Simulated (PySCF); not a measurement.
C3H8. Atoms are numbered in the order given.

```xyz
11

C      1.2754     0.0000     0.2586
C      0.0000     0.0000    -0.5840
C     -1.2754     0.0000     0.2586
H      2.1800     0.0000    -0.3704
H      1.3222    -0.8885     0.9108
H      1.3222     0.8885     0.9108
H      0.0000     0.8807    -1.2506
H      0.0000    -0.8807    -1.2506
H     -2.1800     0.0000    -0.3704
H     -1.3222     0.8885     0.9108
H     -1.3222    -0.8885     0.9108
```

The structure is a stationary point at B3LYP-D3(BJ)/def2-SVP.

Calculation: PBE/def2-TZVPD (PySCF).

The molecule is in vacuum.

Problem. Estimate the frontier levels, gap, dipole moment and polarisability. (Estimate from the structure and the level; the computed values follow.)

Solution. 
| Property | Result |
|---|---|
| highest occupied level | -7.69 eV |
| lowest empty level | -0.15 eV |
| orbital gap | 7.55 eV |
| dipole moment | 0.10 D |
| quadrupole, principal values (traceless, Buckingham form, about the centre of nuclear charge) | -0.59, -0.07, 0.65 D·Å |
| mean static polarisability | 43.0 bohr³ (6.37 Å³) |
| polarisability, principal values | 39.5, 42.0, 47.5 bohr³ |
